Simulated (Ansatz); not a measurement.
# AlC, quartet: vertical spin and charge gaps

Geometry (PBE0/def2-TZVP stationary point for this spin):

```xyz
2

Al    0.0000    0.0000    0.0000
C     0.0000    0.0000    1.9668
```

Basis cc-pVDZ; Ansatz 0.2.0. Correlated methods freeze the noble-gas cores. R marks a restricted (for open shells ROHF) determinant, U an unrestricted one. Active spaces: valence = (7e, 8o) chosen from the atoms' valence shells.

Gaps are energies of the second state less the first, at fixed atoms, for a selection of the levels run; each method lands on the state that its own search finds for that charge and spin.

Unrestricted rows (U, and Kohn–Sham where it breaks symmetry) aren't spin-pure: their determinants' ⟨S²⟩ exceeds S(S+1) by up to 0.79, so they mix in states of higher spin. HF rows: RHF is the determinant under the cluster runs, UHF is the lowest solution found. Coupled cluster chose its determinant by a search with trial CCSD, here up to 0.79 eV above the lowest Hartree–Fock solution of its kind, and MP2 stands on that determinant too. For open shells CISD is restricted-active-space CI with the open shells as a complete middle space. A value is left out where its run failed or describes another state than the reference as far as symmetry and spin tell, or, spin-broken singlets apart, can't be checked. So is one whose determinant fills its π shells in a way that full CI's occupations don't show.

Doublet less quartet: 1.169 eV at full CI (quartet A2, doublet B1, in C2v).

By full CI's occupations no single determinant describes the doublet well.

```
                   level  gap (eV)  error (meV)
                   RCCSD     1.521          352
                RCCSD(T)     1.231           62
                BCCD(T)*     1.282          113
                  RCCSDT     1.218           49
               RCCSDT(Q)     1.159          -10
  CASSCF (valence space)     1.014         -155
  NEVPT2 (valence space)     1.158          -11
  MRCISD (valence space)     1.181           12
MRCISD+Q (valence space)     1.196           27
```

An asterisk marks runs whose energy the program itself flagged as in doubt.

Task: PBE gives 8.587 eV for removing an electron, to the triplet. Estimate what full CI gives in cc-pVDZ.

Result: Full CI in cc-pVDZ gives 8.436 eV, so against it PBE is off by 0.151 eV, of which a good part can be the reference's own basis and frozen-core error.

Large singles or doubles amplitudes warn of static correlation in the AlC⁺ triplet.

```
                   level  gap (eV)  error (meV)  ⟨S²⟩ where 0.1 over S(S+1) (first / second)
                     RHF     8.876          440                                        – / –
                     UHF     7.782         -654                                     – / 2.79
                    RMP2     8.756          320                                        – / –
                    UMP2     8.489           53                                     – / 2.79
                    CISD     8.588          152                                        – / –
                   RCCSD     8.542          106                                        – / –
                   UCCSD     8.540          104                                     – / 2.79
                RCCSD(T)     8.466           30                                        – / –
                UCCSD(T)     8.510           74                                     – / 2.79
                 BCCD(T)     8.487           51                                        – / –
                  RCCSDT     8.443            7                                        – / –
                  UCCSDT     8.445            9                                     – / 2.79
               RCCSDT(Q)     8.437            1                                        – / –
               UCCSDT(Q)     8.435           -1                                     – / 2.79
  CASSCF (valence space)     7.572         -864                                        – / –
  NEVPT2 (valence space)     8.232         -204                                        – / –
  MRCISD (valence space)     8.356          -80                                        – / –
MRCISD+Q (valence space)     8.432           -4                                        – / –
                  r2SCAN     8.573          137                                     – / 2.49
                    PBE0     8.652          216                                     – / 2.41
                   B3LYP     8.668          232                                     – / 2.25
                 wB97M-V     8.658          222                                     – / 2.30
                  B2PLYP     8.575          139                                     – / 2.51
                 RPA-PBE     8.573          137                                     – / 2.21
```

Sextet less quartet: 3.519 eV at full CI (quartet A2, sextet B2, in C2v).

```tsv
level	gap (eV)	error (meV)
RHF	2.342	-1177
UHF	2.339	-1180
RMP2	3.102	-417
UMP2	3.115	-404
CISD	3.295	-224
RCCSD	3.441	-78
UCCSD	3.440	-79
RCCSD(T)	3.494	-25
UCCSD(T)	3.493	-26
BCCD(T)	3.495	-24
RCCSDT	3.514	-5
UCCSDT	3.513	-6
RCCSDT(Q)	3.519	0
UCCSDT(Q)	3.519	0
CASSCF (valence space)	2.982	-537
NEVPT2 (valence space)	3.434	-85
MRCISD (valence space)	3.467	-52
MRCISD+Q (valence space)	3.515	-4
PBE	3.723	204
r2SCAN	3.263	-256
PBE0	3.503	-16
B3LYP	3.895	376
wB97M-V	4.096	577
B2PLYP	3.711	192
RPA-PBE	3.615	96
```

Removing an electron, to the quintet: 9.441 eV at full CI (quartet A2, quintet ion A2, in C2v).

| level | gap (eV) | error (meV) |
| --- | --- | --- |
| RHF | 8.208 | -1233 |
| UMP2 | 9.047 | -394 |
| RCCSD | 9.391 | -50 |
| CASSCF (valence space) | 8.318 | -1123 |
| NEVPT2 (valence space) | 9.194 | -247 |
| r2SCAN | 9.333 | -108 |
| B3LYP | 9.847 | 406 |
| CAM-B3LYP | 9.800 | 359 |
| wB97M-V | 9.826 | 385 |
| RPA-PBE | 9.707 | 266 |

In so small a basis the reference is far from its limit while semilocal and hybrid functionals are nearer theirs (RPA and double hybrids share part of the reference's basis error), so the functionals' errors here hold much of the reference's basis and frozen-core error, which can add to them or hide them.

Full CI is exact within this basis and frozen core; it isn't the basis-set limit. The frozen core follows each run's orbitals, which can shift R against U totals by a few meV.
